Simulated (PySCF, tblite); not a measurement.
**C5H5O radical: geometry, infrared bands and EPR parameters**

Wanted: the infrared bands and EPR parameters of C5H5O radical (`[CH2]C(=C=O)C=C`), by calculation.

Computed with tblite 0.8.0 and PySCF 2.14.0, with density-fitted response routines of our own, on a single molecule in the gas phase. Atoms are numbered from 0 throughout.

## (1) Starting geometry

11 atoms, charge 0, multiplicity 2; geometry from: force field or distance geometry start.

Bonds of the start (Å): C0–C1 1.44, C1–C2 1.29, C2–O3 1.19, C1–C4 1.47, C4–C5 1.34, C0–H6 1.08, C0–H7 1.08, C4–H8 1.09, C5–H9 1.09, C5–H10 1.09.

## (2) Optimising the geometry with GFN2-xTB

Job settings and geometry (Å):

```
{"job": {"kind": "relax", "xc": "GFN2-xTB", "basis": "xTB"}, "charge": 0, "multiplicity": 2}
C     -1.243700    -0.676500    -0.749400
C     -0.395000     0.416200    -0.334400
C     -0.636700     1.606600    -0.779600
O     -0.880700     2.696000    -1.200200
C      0.650500     0.281900     0.693600
C      1.403600    -0.806400     0.872100
H     -1.147700    -1.655100    -0.313000
H     -2.048400    -0.491100    -1.452700
H      0.833600     1.152400     1.317800
H      2.168800    -0.818100     1.650700
H      1.300800    -1.703300     0.269200
```

Command:

```bash
OMP_NUM_THREADS=1 python probes_run.py task.json out
```

This one command runs all jobs of the session in turn.

The log of the run:

```text
step      E/eV     max force
  0    -467.44377    4.621
  1    -467.16857   11.700
  2    -467.56281    0.750
  3    -467.57415    0.312
  4    -467.57937    0.277
  5    -467.58411    0.332
  6    -467.58652    0.191
  7    -467.58890    0.144
  8    -467.59142    0.250
  9    -467.59369    0.226
 10    -467.59544    0.135
 11    -467.59717    0.136
 12    -467.59927    0.205
 13    -467.60151    0.204
 14    -467.60314    0.140
 15    -467.60431    0.090
 16    -467.60547    0.139
 17    -467.60649    0.137
 18    -467.60718    0.086
 19    -467.60764    0.051
 20    -467.60809    0.104
 21    -467.60863    0.130
 22    -467.60910    0.088
 23    -467.60934    0.043
 24    -467.60948    0.040
 25    -467.60965    0.067
 26    -467.60987    0.081
 27    -467.61012    0.064
 28    -467.61034    0.052
 29    -467.61058    0.053
 30    -467.61090    0.075
 31    -467.61131    0.091
 32    -467.61170    0.065
 33    -467.61197    0.043
 34    -467.61220    0.045
 35    -467.61249    0.071
 36    -467.61286    0.085
 37    -467.61320    0.058
 38    -467.61347    0.047
 39    -467.61377    0.057
 40    -467.61419    0.096
 41    -467.61474    0.121
 42    -467.61533    0.105
 43    -467.61588    0.058
 44    -467.61642    0.074
 45    -467.61711    0.117
 46    -467.61801    0.142
 47    -467.61874    0.098
 48    -467.61850    0.194
 49    -467.61946    0.049
 50    -467.61966    0.043
 51    -467.62012    0.069
 52    -467.62039    0.133
 53    -467.62073    0.087
 54    -467.62095    0.046
 55    -467.62109    0.033
 56    -467.62122    0.056
 57    -467.62141    0.086
 58    -467.62160    0.086
 59    -467.62176    0.070
 60    -467.62186    0.047
 61    -467.62195    0.037
 62    -467.62201    0.037
 63    -467.62212    0.029
 64    -467.62220    0.031
 65    -467.62230    0.030
 66    -467.62238    0.027
 67    -467.62243    0.022
 68    -467.62248    0.027
 69    -467.62252    0.015
 70    -467.62255    0.019
 71    -467.62256    0.017
 72    -467.62257    0.008
```

Wall time 0.26 s (1 thread of Arm Neoverse V1, shared host).

Along the way: (not every step is listed) (the energy doesn't fall at every step)

```csv
step,energy from step 0 (eV),largest force (eV/Å)
0,0.0000,4.6210
1,0.2752,11.6999
2,-0.1190,0.7500
3,-0.1304,0.3121
4,-0.1356,0.2771
5,-0.1403,0.3317
6,-0.1428,0.1913
7,-0.1451,0.1438
8,-0.1477,0.2497
13,-0.1577,0.2037
18,-0.1634,0.0856
23,-0.1656,0.0429
28,-0.1666,0.0524
33,-0.1682,0.0433
38,-0.1697,0.0467
43,-0.1721,0.0577
48,-0.1747,0.1942
53,-0.1770,0.0869
58,-0.1778,0.0858
63,-0.1784,0.0285
67,-0.1787,0.0220
68,-0.1787,0.0271
69,-0.1788,0.0153
70,-0.1788,0.0192
71,-0.1788,0.0171
72,-0.1788,0.0081
```

Close pairs (by a distance rule), those that changed most:

```csv
bond,before (Å),after (Å),change (Å)
C0–C1,1.444,1.394,-0.051
C1–C2,1.294,1.340,+0.046
C2–O3,1.193,1.166,-0.027
C5–H9,1.092,1.076,-0.016
C0–H7,1.085,1.072,-0.012
C5–H10,1.086,1.075,-0.010
C4–C5,1.335,1.326,-0.010
C0–H6,1.076,1.070,-0.006
```

The end geometry stands in the next job.

## (3) Vibrational analysis with GFN2-xTB

Job settings and geometry (Å):

```
{"job": {"kind": "ir", "xc": "GFN2-xTB", "basis": "xTB"}, "charge": 0, "multiplicity": 2}
C     -1.144472    -0.695818    -0.832071
C     -0.432010     0.397198    -0.341903
C     -0.767633     1.658889    -0.641838
O     -1.025236     2.771825    -0.876141
C      0.744178     0.301736     0.539354
C      1.276111    -0.826130     0.988959
H     -0.853608    -1.694074    -0.581598
H     -1.993548    -0.555417    -1.471681
H      1.180049     1.251736     0.820190
H      2.139393    -0.812085     1.630758
H      0.882202    -1.795189     0.740007
```

The log of the run:

```text
mode    cm-1     km/mol
  1      42.7      0.50
  2     124.0      1.47
  3     252.7      4.63
  4     292.2      1.00
  5     377.7      5.14
  6     432.9      8.10
  7     447.6      0.25
  8     583.5     45.82
  9     593.5      6.28
 10     657.3      0.19
 11     811.9      7.57
 12     871.2     15.31
 13     930.7      0.31
 14     999.1     18.40
 15    1043.2      8.32
 16    1231.3      7.53
 17    1303.7     20.12
 18    1347.0     16.54
 19    1404.6     18.28
 20    1434.3      9.31
 21    1666.1     61.66
 22    2183.8   1170.63
 23    3055.8     28.68
 24    3119.1      6.39
 25    3144.5     25.16
 26    3152.0     17.91
 27    3199.8     10.19
```

Wall time 0.18 s (1 thread of Arm Neoverse V1, shared host).

Which atoms move in the most intense modes:

```csv
cm⁻¹,km/mol,atoms
584,45.8,"H7 56 %, C0 23 %, H6 16 %"
999,18.4,"H8 56 %, H10 36 %"
1304,20.1,"H8 36 %, C1 18 %, C4 12 %, H10 12 %"
1405,18.3,"H9 40 %, H10 32 %, C1 11 %, C4 11 %"
1666,61.7,"C4 49 %, C5 42 %"
2184,1170.6,"C2 68 %, O3 26 %"
3056,28.7,H8 92 %
3144,25.2,"H10 57 %, H9 31 %"
```

## (4) EPR parameters: B3LYP/pcH-1

Same as in step 3 but for these lines:

```diff
@@ -1,2 +1,2 @@
-{"job": {"kind": "ir", "xc": "GFN2-xTB", "basis": "xTB"}, "charge": 0, "multiplicity": 2}
+{"job": {"kind": "epr", "basis": "pcH-1"}, "charge": 0, "multiplicity": 2}
 C     -1.144472    -0.695818    -0.832071
```

Method: UKS B3LYP, pcH-1 on C H O, non-relativistic, mean-field spin-orbit, GIAO.

The log of the run:

```text
UKS, coarse grid
  cycle   1  E = -268.54362346  |g| = 5.59e-01
  cycle   2  E = -268.13548516  |g| = 1.19e+00
  cycle   3  E = -268.66903261  |g| = 1.50e-01
  cycle   4  E = -268.67693617  |g| = 9.26e-02
  cycle   5  E = -268.68073049  |g| = 2.41e-02
  cycle   6  E = -268.68105913  |g| = 6.98e-03
  cycle   7  E = -268.68108996  |g| = 5.44e-03
  cycle   8  E = -268.68111154  |g| = 1.51e-03
  cycle   9  E = -268.68111419  |g| = 8.29e-04
UKS, final grid
  cycle   1  E = -268.68111893  |g| = 1.15e-03
  cycle   2  E = -268.68111808  |g| = 1.86e-03
  cycle   3  E = -268.68111983  |g| = 3.10e-04
  cycle   4  E = -268.68111990  |g| = 1.52e-04
  cycle   5  E = -268.68111997  |g| = 1.60e-04
  cycle   6  E = -268.68111999  |g| = 1.78e-05
  cycle   7  E = -268.68111999  |g| = 6.95e-06
E = -268.68111999 Eh   <S^2> = 0.7628 (exact 0.7500)
g shifts (ppm)      1          2          3
  rmc          -172       -172       -172
  gc             41         -2         34
  oz_so       -3685        -45       1294
  total       -3817       -219       1156
hyperfine (MHz)  atom isotope    a_iso     a_fc   dipolar eigenvalues
    0   13C      64.11      64.11    -62.90    -61.57    124.47
    1   13C     -38.41     -38.41    -11.63      3.04      8.58
    2   13C      18.73      18.73    -26.39    -23.84     50.22
    3   17O     -11.65     -11.65    -48.61     23.30     25.31
    4   13C       2.55       2.55     -1.38     -0.20      1.58
    5   13C      -1.34      -1.34     -0.48     -0.34      0.81
    6    1H     -51.00     -51.00    -30.82      0.60     30.22
    7    1H     -48.73     -48.73    -28.54     -0.58     29.12
    8    1H      -2.10      -2.10     -1.98     -1.62      3.59
    9    1H      -0.23      -0.23     -0.76     -0.74      1.51
   10    1H      -0.26      -0.26     -2.40     -1.66      4.06
```

Run time: 28 s. Hardware: 1 thread of Arm Neoverse V1, shared host; peak memory 0.71 GiB.

Principal g values 1.99850, 2.00210, 2.00348; g(iso) = 2.00136, against 2.00232 for a free electron.

Hyperfine couplings; where a row names several nuclei, a(iso) is their mean (it holds for fast rotation or exchange) and the dipolar term the largest among them:

```csv
nuclei,isotope,a(iso) (MHz),"a(iso) (G, at g = 2.0023)",largest dipolar term (MHz)
C0,13C,64.1,22.9,124.5
"H6, H7",1H,-49.9,-17.8,-30.8
C1,13C,-38.4,-13.7,-11.6
C2,13C,18.7,6.7,50.2
O3,17O,-11.6,-4.2,-48.6
C4,13C,2.5,0.9,1.6
H8,1H,-2.1,-0.7,3.6
C5,13C,-1.3,-0.5,0.8
H10,1H,-0.3,-0.1,4.1
H9,1H,-0.2,-0.1,1.5
```

Mulliken spin populations:

```csv
atom,value (e)
C0,0.84
C1,-0.14
C2,0.25
O3,0.11
C4,0.01
C5,0.00
H6,-0.04
H7,-0.04
H8,0.00
H9,0.00
H10,0.00
```

In first order the couplings over 0.8 MHz of 1H give 6 distinct lines over 36.3 G, if the averaged nuclei exchange fast.

Orbitals, density, ELF and potential are computed afterwards from the orbital file.

ELF in a plane through or near 11 of the atoms.

Ten even steps from ' ' (0.00) to '@' (1.00):
```
                                                        
                                                        
                                                        
          ..::::::..        --++==..                    
        ..==**##**==::    ::@@@@@@**                    
        ==%%%%**##**==    ==@@@@@@%%                    
      ..++%%%%==**%%**::  --@@@@@@**    ==%%##--        
        ==########::..==::::######--..==@@@@@@%%..      
        ..--==**--..**%%++%%==@@--%%++%%@@@@@@@@--      
          ....--==++%%::++**%%==##++++--@@@@@@%%..      
                  ..====::====--======--**++==::        
                ....++%%@@**..  ::%%@@@@##..            
            ==@@@@@@**@@::**++    @@@@@@@@==            
          ::%%@@@@@@@@::++@@@@==  ==@@@@@@--            
          ::##@@@@@@%%++%%@@@@%%..  ==##++              
            ..##%%##::..++@@@@%%::                      
                ..      ..++##--                        
                                                        
                                                        
                                                        
```
The map spans 10.7 Å across and 9.2 Å up, centred on the molecule. Atoms in the plane (x, y in Å): C0 (-0.9, -1.3), C1 (-0.7, 0.1), C2 (-1.7, 0.9), O3 (-2.5, 1.7), C4 (0.6, 0.7), C5 (1.8, 0.1), H6 (-0.1, -2.0), H7 (-1.9, -1.7), H8 (0.6, 1.8), H9 (2.7, 0.6), H10 (1.9, -1.0).

log10 of the density (e/Å³) in the same plane.

Ten even steps from ' ' (-4.0) to '@' (2.3):
```
                                                        
                                                        
        ..::::::::::..    ..........                    
      ..::----==----::::..::::::::::....                
      ::--==++++++==----::--======--::....              
    ..--==++**##****++==--==++**++==----::::::..        
    ..--==**##@@##**++++==++******++======----::..      
    ..--==++**######**++++++******++++++++++==--::..    
      ::--====++**####********@@##**********++==::..    
      ..::--====++****##@@********##%%##**++++--::..    
        ..::----==++**####**++++****##****++==--::..    
        ..::::--==++********++==++******++==--::..      
        ..::--==++****@@##**++====++****++----::        
        ..::--==******##******============--::..        
        ..::--==++************====--------::..          
          ..::--==============----::......              
            ..::::::----------::::..                    
              ........::::::::....                      
                                                        
                                                        
```
The map spans 10.7 Å across and 9.2 Å up, centred on the molecule. Atoms in the plane (x, y in Å): C0 (-0.9, -1.3), C1 (-0.7, 0.1), C2 (-1.7, 0.9), O3 (-2.5, 1.7), C4 (0.6, 0.7), C5 (1.8, 0.1), H6 (-0.1, -2.0), H7 (-1.9, -1.7), H8 (0.6, 1.8), H9 (2.7, 0.6), H10 (1.9, -1.0).

On the surface of density 0.002 e/bohr³ the electrostatic potential runs, from the 1st to the 99th percentile, from -0.67 V near O3 to 1.36 V near C2.

The spin density lies nearest to C0 45 %; C2 19 %; O3 10 %; H6, H7 about 8 % each.

## (5) Summary of results

| quantity | value |
| --- | --- |
| strongest single infrared mode (GFN2-xTB) | 2184 cm⁻¹, 1171 km/mol |
| zero-point energy (GFN2-xTB) | 49.6 kcal/mol |
| g(iso) (B3LYP) | 2.00136 |
| ⟨S²⟩ | 0.763 (exact 0.75) |
| largest a(iso) (averaged by class) | 13C on C0, 64.1 MHz |
| surface potential, 1st and 99th percentile | -0.67 V and 1.36 V |

**Reading.** The optimisation took 72 steps and gained 0.179 eV; among the close pairs (by a distance rule), C0–C1 changed most, from 1.444 to 1.394 Å. All 27 modes are real, so the xTB geometry is a minimum. The strongest single mode, at 2184 cm⁻¹, moves mainly C2. Unscaled tight-binding wavenumbers are off by several per cent, some by more. Its intensities can rank the bands wrongly. C0 carries the largest spin population, 0.84 e. The isotropic g lies 1.0 ppt below the free-electron value.
